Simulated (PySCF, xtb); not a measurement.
SiH4, SMILES [SiH4].

GFN2-xTB (xtb) at its own geometry gives an orbital gap of 6.71 eV and a dipole moment of 0.00 D.

Geometry optimised at ωB97X-D3(BJ)/def2-TZVPD. The isomer is the one that the SMILES or the coordinates give; other isomers of the formula were not compared.

Q: What does CAM-B3LYP/def2-TZVPD run with PySCF give? (Estimate from the structure and the level; the computed values follow.)

A: gap 12.25 eV (levels -11.31 and 0.94 eV), dipole 0.00 D.
